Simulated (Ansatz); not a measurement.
Input file:

```yaml
crystal:
  periodic: [false, false, false]
  atoms:
    - { symbol: Al, position_ang: [0.000949, -0.00033, -0.42757] }
    - { symbol: H, position_ang: [-0.005119, 0.000591, 2.336135] }
    - { symbol: H, position_ang: [1.377432, -2.9e-05, -1.282434] }
    - { symbol: H, position_ang: [-1.375425, -1.7e-05, -1.282621] }
    - { symbol: C, position_ang: [-0.000362, 2.8e-05, 3.44821] }
    - { symbol: H, position_ang: [-0.562776, -0.877589, 3.81843] }
    - { symbol: H, position_ang: [1.042937, -0.049306, 3.812397] }
    - { symbol: H, position_ang: [-0.477536, 0.926552, 3.818952] }
magnetization:
  spin_polarized: true
  initial_magnetization: 1
basis:
  gaussian: { orbitals: def2-SVP }
hamiltonian:
  xc: pbe
  dispersion: d4
relax:
  f_tol: 0.03
  max_steps: 50
```

Run as:

```bash
$ ansatz run input.yaml --threads 1 --pin off --max-ram 2048MiB --backend cpu --events-out ev --progress --plain --runs-dir out
```

Hardware: 1 thread of Arm Neoverse V2, with other jobs on the host.

Roughly how long does this run take, and how much memory?

9.5 s, with a peak of 0.12 GiB, for 5 ionic steps.
